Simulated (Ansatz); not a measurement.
Born–Oppenheimer molecular dynamics of BH6N (8 atoms, charge 0, multiplicity 1). It starts at the highest image of a converged band. Of that band: Neighbouring images differ by up to 1.2 eV, so the band resolves the path poorly. A vibrational analysis at the climbing image gives one clearly imaginary mode, 1294i cm⁻¹: a first-order saddle point.

Method: Ansatz 0.2.0, RKS PBE0-D4/def2-SVP.

- ensemble: NVE (velocity Verlet)
- time step: 0.5 fs
- steps asked: 200
- starting velocities drawn for: 300 K
- seed: 8908

First frame:

```xyz
8
Properties=species:S:1:pos:R:3
B -0.250 -0.614 -0.016
H 0.861 -0.921 -0.774
H -1.154 -0.848 -0.786
H -0.100 -1.324 0.954
H 0.865 0.037 -0.518
N 0.049 0.907 0.216
H -0.566 1.573 -0.234
H 0.294 1.189 1.157
```

Q: How far do the bonds stretch over the last three quarters of this one trajectory? (Pairs bonded in most of those frames.)

A: 
```csv
bond,mean (Å),spread (Å),shortest,longest
B1–H3,1.214,0.024,1.17,1.26
B1–H4,1.219,0.051,1.14,1.29
B1–N6,1.393,0.028,1.34,1.45
H2–H5,0.769,0.041,0.71,0.83
N6–H7,1.017,0.011,1.00,1.03
N6–H8,1.017,0.014,0.99,1.04
```

Mean temperature of the second half: 1768 K. The conserved energy stayed within 0.32 meV per atom of its start (net change 0.024 meV per atom), so the integration is sound. The system heated up, since it started high on the potential surface and ran downhill. A run of 0.1 ps of so small a system gives no equilibrium averages. The orbitals stay closed-shell, which can raise the energy where a bond breaks towards radicals; this wasn't checked here.

The run took 2.7 min on 1 thread of Arm Neoverse V2 (shared host), peak memory 0.1 GiB.
